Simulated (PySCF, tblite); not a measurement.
# C₂H₆NO+, a complex of two parts: NMR shifts, interaction energy, spin-spin couplings and electronic excitations

Aim: the NMR shifts, interaction energy, spin-spin couplings and electronic excitations of `CC#[NH+]` with `O`.

Programs: tblite 0.8.0 and PySCF 2.14.0. All values are calculated, for the isolated system unless a continuum is named. Atoms count from 0, parts from 1.

## 1. Starting point

10 atoms, charge 1, multiplicity 1; geometry: rigid parts in contact. Parts: 1 = atoms 0–6, `CC#[NH+]`, charge 1; 2 = atoms 7–9, `O`, charge 0.

## 2. Search for minima with GFN2-xTB

The job: settings as JSON, then the geometry in Å.

```
{"job": {"kind": "dock", "xc": "GFN2-xTB", "basis": "xTB"}, "charge": 1, "multiplicity": 1, "parts": [{"atoms": "0-6", "charge": 1, "multiplicity": 1}, {"atoms": "7-9", "charge": 0, "multiplicity": 1}]}
C     -0.899679     0.049582     0.070268
C      0.480200    -0.026411    -0.037492
N      1.623281    -0.089420    -0.126760
H     -1.233915     1.080677    -0.088379
H     -1.372361    -0.594224    -0.679449
H     -1.218420    -0.275617     1.066618
H      2.620896    -0.144587    -0.204806
O      3.424836    -2.228052    -0.809793
H      4.034002    -2.944105    -0.619319
H      2.833492    -2.534235    -1.500193
```

Method: GFN2-xTB search for minima from random contacts, gas phase.

The run is started by

```
$ OMP_NUM_THREADS=1 python cluster_run.py task.json out
```

The driver reads the jobs from task.json and runs them one after another.

Output:

```text
step      E/eV     max force
  0    -376.41553    0.467
  1    -376.41679    1.212
  2    -376.42606    0.496
  3    -376.43486    0.445
  4    -376.45436    0.850
  5    -376.46982    0.645
  6    -376.49353    0.605
  7    -376.52240    0.778
  8    -376.55537    1.322
  9    -376.58397    1.057
 10    -376.61051    0.459
 11    -376.63039    0.767
 12    -376.62369    2.365
 13    -376.66585    1.196
 14    -376.67780    0.432
 15    -376.68968    0.343
 16    -376.69552    0.183
 17    -376.69926    0.197
 18    -376.70370    0.201
 19    -376.70865    0.190
 20    -376.71522    0.245
 21    -376.72377    0.260
 22    -376.73248    0.330
 23    -376.73998    0.360
 24    -376.74803    0.354
 25    -376.76143    0.338
 26    -376.78222    0.475
 27    -376.80748    0.563
 28    -376.82611    0.915
 29    -376.83495    0.410
 30    -376.84802    0.349
 31    -376.85772    0.480
 32    -376.86841    0.425
 33    -376.88024    0.453
 34    -376.89062    0.284
 35    -376.89875    0.394
 36    -376.90423    0.224
 37    -376.90875    0.262
 38    -376.91128    0.136
 39    -376.91326    0.134
 40    -376.91550    0.130
 41    -376.91779    0.119
 42    -376.91903    0.190
 43    -376.91955    0.073
 44    -376.91991    0.065
 45    -376.92061    0.066
 46    -376.92130    0.107
 47    -376.92193    0.093
 48    -376.92229    0.072
 49    -376.92246    0.064
 50    -376.92254    0.064
 51    -376.92263    0.054
 52    -376.92272    0.033
 53    -376.92277    0.013

distinct minima (kcal/mol above the one taken): 0.00 8.58 8.79
by PBE0-D3(BJ)/def2-SVP single points: 0.00 16.25 16.86
binding energy -22.250 kcal/mol
```

Wall time 4.4 s (1 thread of Intel Xeon 6975P-C, shared host).

Relaxation path:

```tsv
step	energy from step 0 (eV)	largest force (eV/Å)
0	0.0000	0.4661
2	-0.0105	0.4964
4	-0.0388	0.8502
6	-0.0780	0.6042
8	-0.1398	1.3220
10	-0.1950	0.4589
12	-0.2082	2.3652
14	-0.2623	0.4326
16	-0.2800	0.1828
18	-0.2882	0.2014
20	-0.2997	0.2453
22	-0.3170	0.3296
24	-0.3325	0.3540
26	-0.3667	0.4752
28	-0.4106	0.9155
30	-0.4325	0.3489
32	-0.4529	0.4250
34	-0.4751	0.2834
36	-0.4887	0.2241
38	-0.4957	0.1359
40	-0.5000	0.1303
42	-0.5035	0.1904
44	-0.5044	0.0656
46	-0.5058	0.1071
48	-0.5068	0.0726
50	-0.5070	0.0635
52	-0.5072	0.0334
53	-0.5072	0.0136
```

Close pairs (by a distance rule), those that changed most:

```tsv
bond	before (Å)	after (Å)	change (Å)
N2–H6	1.002	1.091	+0.089
C0–C1	1.386	1.399	+0.013
O7–H8	0.959	0.963	+0.004
O7–H9	0.959	0.963	+0.004
C0–H3	1.095	1.093	-0.003
C0–H5	1.095	1.093	-0.003
C0–H4	1.095	1.093	-0.002
C1–N2	1.148	1.147	-0.001
```

Contacts between the parts in the structure taken on (a selection, picked against the atoms' radii; other short pairs can be missing):

```tsv
atoms	distance (Å)	kind (by distance and angle)	angle (°)
H6···O7	1.42	hydrogen bond	178
```

Minima and a leading contact of each: 0.00 kcal/mol, H6···O7 1.42 Å (hydrogen bond); 8.58 kcal/mol, H4···O7 1.77 Å (weak hydrogen bond); 8.79 kcal/mol, H5···O7 1.79 Å (weak hydrogen bond).

## 3. Optimising the geometry at PBE0-D3(BJ)/def2-SVPD

The job: settings as JSON, then the geometry in Å.

```
{"job": {"xc": "PBE0", "basis": "def2-SVPD", "d3": "d3bj", "grid": 2, "kind": "geom", "shake": 0.01}, "charge": 1, "multiplicity": 1, "parts": [{"atoms": "0-6", "charge": 1, "multiplicity": 1}, {"atoms": "7-9", "charge": 0, "multiplicity": 1}]}
C     -0.923581     0.211546     0.152694
C      0.274178    -0.395125    -0.109713
N      1.266879    -0.898019    -0.332494
H     -0.818226     1.315186    -0.022176
H     -1.715443    -0.170133    -0.528098
H     -1.246632     0.066338     1.182708
H      2.229699    -1.428732    -0.517758
O      3.427882    -2.158343    -0.773646
H      4.220933    -1.881799    -0.308261
H      3.618192    -2.392894    -1.671087
```

Output:

```text
step   0  E = -209.14718822  max force = 0.050273
step   1  E = -209.15255602  max force = 0.005521
step   2  E = -209.15269990  max force = 0.003004
step   3  E = -209.15264276  max force = 0.004098
step   4  E = -209.15278817  max force = 0.001338
step   5  E = -209.15279295  max force = 0.002004
step   6  E = -209.15281248  max force = 0.000578
step   7  E = -209.15283135  max force = 0.000742
step   8  E = -209.15285343  max force = 0.001212
step   9  E = -209.15287863  max force = 0.001212
step  10  E = -209.15290822  max force = 0.001136
step  11  E = -209.15292573  max force = 0.000664
step  12  E = -209.15292875  max force = 0.000186
optimisation converged
```

Wall time 45 s (1 thread of Intel Xeon 6975P-C, shared host); peak memory 0.57 GiB.

Step by step: (the energy doesn't fall at every step)

```tsv
step	energy from step 0 (eV)	largest force component (eV/Å)
0	0.0000	2.5851
1	-0.1461	0.2839
2	-0.1500	0.1545
3	-0.1484	0.2107
4	-0.1524	0.0688
5	-0.1525	0.1030
6	-0.1530	0.0297
7	-0.1536	0.0382
8	-0.1542	0.0623
9	-0.1548	0.0623
10	-0.1556	0.0584
11	-0.1561	0.0341
12	-0.1562	0.0096
```

Close pairs (by a distance rule), those that changed most:

```tsv
bond	before (Å)	after (Å)	change (Å)
C0–C1	1.368	1.437	+0.069
C0–H3	1.122	1.100	-0.022
O7–H9	0.947	0.964	+0.017
C1–N2	1.135	1.147	+0.012
C0–H4	1.112	1.100	-0.012
C0–H5	1.089	1.100	+0.011
N2–H6	1.115	1.122	+0.007
O7–H8	0.960	0.964	+0.004
```

The end geometry stands in the next job.

```tsv
at the end point	value
point group (found at 0.08 Å tolerance)	C1
rotational constants (GHz, main isotopes)	112.1, 2.080, 2.070
```

Contacts at the end point (a selection, picked against the atoms' radii; other short pairs can be missing):

```tsv
atoms	distance (Å)	kind (by distance and angle)	angle (°)
H6···O7	1.38	hydrogen bond	180
```

Against the parts relaxed at this level the binding energy is -27.15 kcal/mol, without counterpoise.

## 4. NMR shieldings: PBE0/pcSseg-2

The job: settings as JSON, then the geometry in Å.

```
{"job": {"kind": "nmr", "xc": "PBE0", "basis": "pcSseg-2"}, "charge": 1, "multiplicity": 1, "parts": [{"atoms": "0-6", "charge": 1, "multiplicity": 1}, {"atoms": "7-9", "charge": 0, "multiplicity": 1}]}
C     -1.053196     0.230130     0.175101
C      0.208985    -0.388744    -0.121596
N      1.215524    -0.883966    -0.359192
H     -0.972531     1.316082     0.018077
H     -1.826022    -0.183333    -0.489952
H     -1.320485     0.026625     1.222786
H      2.204394    -1.363986    -0.584633
O      3.416680    -1.954478    -0.856262
H      4.181875    -1.947492    -0.270396
H      3.642656    -2.413996    -1.672734
```

Level: GIAO PBE0/pcSseg-2 NMR shielding, non-relativistic, gas phase.

Output:

```text
coarse grid: 8040 points
cycle   1  E = -209.3169969403  dE =  5.912e-01  |g| = 5.917e-01  |ddm| = 1.993e+00
cycle   2  E = -209.2482043189  dE =  6.879e-02  |g| = 8.456e-01  |ddm| = 5.511e-01
cycle   3  E = -209.3725529199  dE = -1.243e-01  |g| = 1.456e-01  |ddm| = 3.950e-01
cycle   4  E = -209.3760784970  dE = -3.526e-03  |g| = 7.322e-02  |ddm| = 8.879e-02
cycle   5  E = -209.3771193064  dE = -1.041e-03  |g| = 7.092e-03  |ddm| = 3.070e-02
cycle   6  E = -209.3771286082  dE = -9.302e-06  |g| = 2.634e-03  |ddm| = 5.841e-03
final grid: 76848 points
cycle   7  E = -209.3758278610  dE = -7.878e-05  |g| = 3.417e-03  |ddm| = 3.398e-02
cycle   8  E = -209.3758272306  dE =  6.305e-07  |g| = 3.794e-03  |ddm| = 4.973e-03
cycle   9  E = -209.3758301407  dE = -2.910e-06  |g| = 1.533e-03  |ddm| = 2.688e-03
cycle  10  E = -209.3758306098  dE = -4.691e-07  |g| = 2.915e-04  |ddm| = 7.589e-04
cycle  11  E = -209.3758306246  dE = -1.472e-08  |g| = 1.169e-04  |ddm| = 1.593e-04
cycle  12  E = -209.3758306268  dE = -2.248e-09  |g| = 1.644e-05  |ddm| = 5.070e-05
cycle  13  E = -209.3758306269  dE = -4.354e-11  |g| = 2.562e-06  |ddm| = 6.622e-06
converged SCF energy = -209.3758306269

GIAO shielding tensors (ppm)
atom      isotropic    diamagn.    paramagn.     s11        s22        s33       span
  0 C      185.260     244.030     -58.770    175.354    175.451    204.975     29.621
  1 C       64.939     265.772    -200.833    -46.960    -44.886    286.663    333.623
  2 N       73.006     340.014    -267.008    -49.734    -49.350    318.103    367.837
  3 H       28.452      27.552       0.900     23.702     25.941     35.712     12.010
  4 H       28.453      26.602       1.851     23.712     25.934     35.713     12.001
  5 H       28.453      26.979       1.474     23.709     25.941     35.708     11.999
  6 H       14.428      18.585      -4.157     -0.893     -0.387     44.563     45.457
  7 O      298.169     387.295     -89.125    265.952    301.219    327.336     61.384
  8 H       27.654      26.763       0.890     20.141     21.816     41.004     20.863
  9 H       27.647      26.461       1.185     20.132     21.793     41.016     20.884

== part 1 alone, relaxed ==
coarse grid: 5720 points
cycle   1  E = -132.9326488425  dE =  6.184e-01  |g| = 2.713e-01  |ddm| = 1.729e+00
cycle   2  E = -132.9260059873  dE =  6.643e-03  |g| = 3.437e-01  |ddm| = 3.117e-01
cycle   3  E = -132.9475849679  dE = -2.158e-02  |g| = 1.192e-01  |ddm| = 1.989e-01
cycle   4  E = -132.9504001434  dE = -2.815e-03  |g| = 3.238e-02  |ddm| = 6.082e-02
cycle   5  E = -132.9506378917  dE = -2.377e-04  |g| = 3.901e-03  |ddm| = 1.802e-02
cycle   6  E = -132.9506407810  dE = -2.889e-06  |g| = 6.197e-04  |ddm| = 1.878e-03
final grid: 54896 points
cycle   7  E = -132.9531067552  dE = -4.348e-05  |g| = 4.772e-03  |ddm| = 2.975e-02
cycle   8  E = -132.9531075014  dE = -7.462e-07  |g| = 4.471e-03  |ddm| = 6.085e-03
cycle   9  E = -132.9531121157  dE = -4.614e-06  |g| = 1.113e-03  |ddm| = 2.931e-03
cycle  10  E = -132.9531123566  dE = -2.410e-07  |g| = 2.742e-04  |ddm| = 5.510e-04
cycle  11  E = -132.9531123714  dE = -1.479e-08  |g| = 6.061e-05  |ddm| = 1.527e-04
cycle  12  E = -132.9531123723  dE = -8.730e-10  |g| = 7.571e-06  |ddm| = 4.021e-05
converged SCF energy = -132.9531123723

GIAO shielding tensors (ppm)
atom      isotropic    diamagn.    paramagn.     s11        s22        s33       span
  0 C      185.092     245.232     -60.139    174.101    174.102    207.074     32.973
  1 C       62.140     265.328    -203.188    -48.767    -48.767    283.954    332.721
  2 N      109.368     331.529    -222.161      6.356      6.357    315.392    309.036
  3 H       27.980      26.420       1.559     23.313     25.245     35.381     12.068
  4 H       27.980      26.502       1.478     23.313     25.245     35.381     12.068
  5 H       27.980      26.594       1.386     23.313     25.245     35.381     12.068
  6 H       25.173      25.943      -0.770     18.643     18.643     38.235     19.592

== part 2 alone, relaxed ==
coarse grid: 2328 points
cycle   1  E = -76.3078612038  dE = -7.376e-03  |g| = 6.603e-01  |ddm| = 9.313e-01
cycle   2  E = -76.2134607701  dE =  9.440e-02  |g| = 9.832e-01  |ddm| = 6.970e-01
cycle   3  E = -76.3855111551  dE = -1.721e-01  |g| = 2.979e-02  |ddm| = 4.268e-01
cycle   4  E = -76.3856620042  dE = -1.508e-04  |g| = 5.152e-03  |ddm| = 1.154e-02
cycle   5  E = -76.3856653254  dE = -3.321e-06  |g| = 6.270e-04  |ddm| = 2.276e-03
final grid: 21952 points
cycle   6  E = -76.3813657017  dE = -2.470e-05  |g| = 2.611e-03  |ddm| = 7.324e-03
cycle   7  E = -76.3813648414  dE =  8.604e-07  |g| = 3.327e-03  |ddm| = 2.161e-03
cycle   8  E = -76.3813666478  dE = -1.806e-06  |g| = 2.604e-04  |ddm| = 1.335e-03
cycle   9  E = -76.3813666586  dE = -1.088e-08  |g| = 1.869e-05  |ddm| = 9.003e-05
cycle  10  E = -76.3813666587  dE = -5.102e-11  |g| = 2.796e-06  |ddm| = 8.565e-06
converged SCF energy = -76.3813666587

GIAO shielding tensors (ppm)
atom      isotropic    diamagn.    paramagn.     s11        s22        s33       span
  0 O      328.852     383.024     -54.172    303.725    322.037    360.794     57.069
  1 H       30.852      30.781       0.071     23.540     24.978     44.037     20.497
  2 H       30.852      30.781       0.071     23.540     24.978     44.038     20.497
```

Run time: 19 s. Hardware: 1 thread of Intel Xeon 6975P-C, shared host; peak memory 0.79 GiB.

No reference compound was run at this level, so shieldings alone are listed. Atoms listed in one row are averaged.

```tsv
atoms	environment	σ (ppm)
C1	carbon bonded to C, N	64.9
C0	carbon bonded to C, 3 H	185.3
H6	hydrogen on a nitrogen bonded to C	14.43
H9	hydrogen on an oxygen	27.65
H8	hydrogen on an oxygen	27.65
H3	hydrogen on a carbon bonded to C	28.45
H4, H5	hydrogen on a carbon bonded to C	28.45
N2	nitrogen bonded to C, H	73.0
O7	oxygen bonded to 2 H	298.2
```

Charges from the same density, by scheme (e):

```tsv
atoms	Mulliken	IAO	Hirshfeld	ESP fit
C0	-0.03	-0.48	-0.04	-0.61
C1	0.35	0.37	0.26	0.66
N2	-0.20	-0.16	-0.03	-0.63
O7	-0.40	-0.64	-0.17	-1.18
```

Mayer bond orders: C0–C1 1.02, C1–N2 2.89.

What binding changes (parts relaxed alone, same level, their own basis):

```tsv
atom	σ alone (ppm)	σ in the cluster	shift on binding (ppm)
N2	109.37	73.01	+36.36
O7	328.85	298.17	+30.68
C1	62.14	64.94	-2.80
H5	27.98	28.45	-0.47
H3	27.98	28.45	-0.47
H6	25.17	14.43	+10.75
H9	30.85	27.65	+3.21
H8	30.85	27.65	+3.20
H4	27.98	28.45	-0.47
```

## 5. Counterpoise and decomposition: wB97M-D3(BJ)/def2-TZVPD

Same as in step 4 but for these lines:

```diff
@@ -1,2 +1,2 @@
-{"job": {"kind": "nmr", "xc": "PBE0", "basis": "pcSseg-2"}, "charge": 1, "multiplicity": 1, "parts": [{"atoms": "0-6", "charge": 1, "multiplicity": 1}, {"atoms": "7-9", "charge": 0, "multiplicity": 1}]}
+{"job": {"kind": "inter", "xc": "wB97M-D3(BJ)", "basis": "def2-TZVPD", "pairs": false}, "charge": 1, "multiplicity": 1, "parts": [{"atoms": "0-6", "charge": 1, "multiplicity": 1}, {"atoms": "7-9", "charge": 0, "multiplicity": 1}]}
 C     -1.053196     0.230130     0.175101
```

Level: wB97M-D3(BJ)/def2-TZVPD interaction energy, counterpoise and uncorrected, gas phase.

Output:

```text
part 1, own basis, geometry of the cluster
coarse grid: 25368 points
cycle   1  E = -133.1030052548  dE =  6.532e-01  |g| = 3.304e-01  |ddm| = 2.019e+00
cycle   2  E = -133.1198594721  dE = -1.685e-02  |g| = 2.899e-01  |ddm| = 7.616e-01
cycle   3  E = -133.1354949851  dE = -1.564e-02  |g| = 9.144e-02  |ddm| = 2.166e-01
cycle   4  E = -133.1370306322  dE = -1.536e-03  |g| = 2.358e-02  |ddm| = 8.080e-02
cycle   5  E = -133.1371452368  dE = -1.146e-04  |g| = 2.455e-03  |ddm| = 2.424e-02
cycle   6  E = -133.1371467309  dE = -1.494e-06  |g| = 7.236e-04  |ddm| = 5.413e-03
final grid: 54896 points
cycle   7  E = -133.1371453465  dE = -7.369e-08  |g| = 5.947e-04  |ddm| = 4.211e-03
cycle   8  E = -133.1371453151  dE =  3.136e-08  |g| = 7.526e-04  |ddm| = 8.744e-04
cycle   9  E = -133.1371454242  dE = -1.090e-07  |g| = 8.115e-05  |ddm| = 3.681e-04
cycle  10  E = -133.1371454256  dE = -1.473e-09  |g| = 2.034e-05  |ddm| = 6.838e-05
cycle  11  E = -133.1371454258  dE = -1.357e-10  |g| = 1.373e-06  |ddm| = 4.601e-05
converged SCF energy = -133.1371454258

part 2, own basis, geometry of the cluster
coarse grid: 10128 points
cycle   1  E = -76.4117753602  dE = -8.189e-02  |g| = 5.860e-01  |ddm| = 8.984e-01
cycle   2  E = -76.4084806861  dE =  3.295e-03  |g| = 6.451e-01  |ddm| = 5.040e-01
cycle   3  E = -76.4754428333  dE = -6.696e-02  |g| = 2.665e-02  |ddm| = 2.364e-01
cycle   4  E = -76.4755656697  dE = -1.228e-04  |g| = 5.498e-03  |ddm| = 1.660e-02
cycle   5  E = -76.4755743942  dE = -8.725e-06  |g| = 8.519e-04  |ddm| = 6.020e-03
final grid: 21952 points
cycle   6  E = -76.4755748135  dE = -2.217e-07  |g| = 6.093e-04  |ddm| = 1.515e-03
cycle   7  E = -76.4755748217  dE = -8.166e-09  |g| = 6.741e-04  |ddm| = 7.013e-04
cycle   8  E = -76.4755748907  dE = -6.907e-08  |g| = 3.423e-05  |ddm| = 2.312e-04
cycle   9  E = -76.4755748916  dE = -9.062e-10  |g| = 4.045e-06  |ddm| = 1.220e-04
converged SCF energy = -76.4755748916

part 1, own basis, relaxed alone
coarse grid: 25368 points
cycle   1  E = -133.1086205105  dE =  7.287e-01  |g| = 3.464e-01  |ddm| = 2.041e+00
cycle   2  E = -133.1230371437  dE = -1.442e-02  |g| = 3.331e-01  |ddm| = 7.454e-01
cycle   3  E = -133.1440385898  dE = -2.100e-02  |g| = 8.798e-02  |ddm| = 2.241e-01
cycle   4  E = -133.1454602773  dE = -1.422e-03  |g| = 2.183e-02  |ddm| = 8.434e-02
cycle   5  E = -133.1455591669  dE = -9.889e-05  |g| = 2.318e-03  |ddm| = 2.529e-02
cycle   6  E = -133.1455605087  dE = -1.342e-06  |g| = 7.277e-04  |ddm| = 5.031e-03
final grid: 54896 points
cycle   7  E = -133.1455535887  dE = -7.471e-08  |g| = 5.824e-04  |ddm| = 3.676e-03
cycle   8  E = -133.1455535638  dE =  2.487e-08  |g| = 7.197e-04  |ddm| = 8.609e-04
cycle   9  E = -133.1455536633  dE = -9.950e-08  |g| = 8.054e-05  |ddm| = 3.569e-04
cycle  10  E = -133.1455536648  dE = -1.452e-09  |g| = 2.056e-05  |ddm| = 6.667e-05
cycle  11  E = -133.1455536649  dE = -1.366e-10  |g| = 1.572e-06  |ddm| = 4.646e-05
converged SCF energy = -133.1455536649

part 2, own basis, relaxed alone
coarse grid: 10128 points
cycle   1  E = -76.4117499963  dE = -7.453e-02  |g| = 5.872e-01  |ddm| = 8.994e-01
cycle   2  E = -76.4087429129  dE =  3.007e-03  |g| = 6.461e-01  |ddm| = 5.038e-01
cycle   3  E = -76.4759335456  dE = -6.719e-02  |g| = 2.731e-02  |ddm| = 2.374e-01
cycle   4  E = -76.4760587484  dE = -1.252e-04  |g| = 5.497e-03  |ddm| = 1.609e-02
cycle   5  E = -76.4760674252  dE = -8.677e-06  |g| = 8.214e-04  |ddm| = 5.831e-03
final grid: 21952 points
cycle   6  E = -76.4760630137  dE = -1.975e-07  |g| = 5.844e-04  |ddm| = 1.373e-03
cycle   7  E = -76.4760630205  dE = -6.841e-09  |g| = 6.466e-04  |ddm| = 6.469e-04
cycle   8  E = -76.4760630842  dE = -6.364e-08  |g| = 3.199e-05  |ddm| = 2.236e-04
cycle   9  E = -76.4760630850  dE = -8.224e-10  |g| = 4.133e-06  |ddm| = 1.105e-04
converged SCF energy = -76.4760630850

cluster
final grid: 76848 points
cycle   1  E = -209.6553194246  dE = -5.039e-02  |g| = 9.314e-02  |ddm| = 9.751e-01
cycle   2  E = -209.6583321123  dE = -3.013e-03  |g| = 5.153e-02  |ddm| = 2.995e-01
cycle   3  E = -209.6587753416  dE = -4.432e-04  |g| = 2.874e-02  |ddm| = 5.613e-02
cycle   4  E = -209.6589387877  dE = -1.634e-04  |g| = 8.098e-03  |ddm| = 4.157e-02
cycle   5  E = -209.6589524502  dE = -1.366e-05  |g| = 4.204e-03  |ddm| = 1.196e-02
cycle   6  E = -209.6589558473  dE = -3.397e-06  |g| = 3.347e-04  |ddm| = 3.298e-03
cycle   7  E = -209.6589558914  dE = -4.407e-08  |g| = 4.670e-05  |ddm| = 1.245e-03
cycle   8  E = -209.6589558924  dE = -1.004e-09  |g| = 1.814e-05  |ddm| = 1.301e-04
cycle   9  E = -209.6589558925  dE = -1.351e-10  |g| = 4.116e-06  |ddm| = 4.575e-05
converged SCF energy = -209.6589558925

part 1 in the basis of the cluster
final grid: 76848 points
cycle   1  E = -133.1372682968  dE = -1.245e-04  |g| = 1.414e-03  |ddm| = 6.008e-01
cycle   2  E = -133.1372689382  dE = -6.414e-07  |g| = 1.800e-04  |ddm| = 4.572e-02
cycle   3  E = -133.1372689464  dE = -8.203e-09  |g| = 1.710e-04  |ddm| = 4.274e-03
cycle   4  E = -133.1372689519  dE = -5.540e-09  |g| = 1.702e-05  |ddm| = 1.309e-04
cycle   5  E = -133.1372689520  dE = -8.436e-11  |g| = 2.620e-06  |ddm| = 6.131e-05
converged SCF energy = -133.1372689520

part 2 in the basis of the cluster
final grid: 76848 points
cycle   1  E = -76.4756855518  dE = -1.121e-04  |g| = 2.415e-03  |ddm| = 5.911e-01
cycle   2  E = -76.4756884128  dE = -2.861e-06  |g| = 4.949e-04  |ddm| = 8.700e-02
cycle   3  E = -76.4756885256  dE = -1.129e-07  |g| = 3.153e-04  |ddm| = 2.093e-02
cycle   4  E = -76.4756885415  dE = -1.584e-08  |g| = 3.736e-05  |ddm| = 1.168e-03
cycle   5  E = -76.4756885419  dE = -4.262e-10  |g| = 5.623e-06  |ddm| = 7.205e-04
converged SCF energy = -76.4756885419

Interaction energy (kcal/mol)
  counterpoise      -29.812
  uncorrected       -29.963
  dispersion part    -0.948
  deformation         5.607
  binding           -24.206

Decomposition of the uncorrected value (kcal/mol)
  electrostatic     -32.297
  Pauli              37.185
  orbital           -33.903
  dispersion         -0.948

Charge of each part in the cluster: 0.890 0.110
```

Wall time 27 s (1 thread of Intel Xeon 6975P-C, shared host); peak memory 0.64 GiB.

Contacts at this geometry (a selection, picked against the atoms' radii; other short pairs can be missing):

```tsv
atoms	distance (Å)	kind (by distance and angle)	angle (°)
H6···O7	1.38	hydrogen bond	180
```

The decomposition goes in steps from the parts' own densities: electrostatics between them unchanged, then the rise on making their orbitals orthogonal (called Pauli here; it holds the exchange-correlation between the parts too, so it can be small or negative at long range), then orbital relaxation, then the dispersion term. Charges of the parts share the cluster's density out in proportion to the parts' own densities.

The SCF energies in the log hold no dispersion term; the tabulated energies do.

The parts:

```tsv
part	SMILES	deformation (kcal/mol)	HOMO alone (eV)	charge in the cluster (e)
1	CC#[NH+]	5.30	-19.62	0.890
2	O	0.31	-11.72	0.110
```

(Part 1 of 3 ends here.)
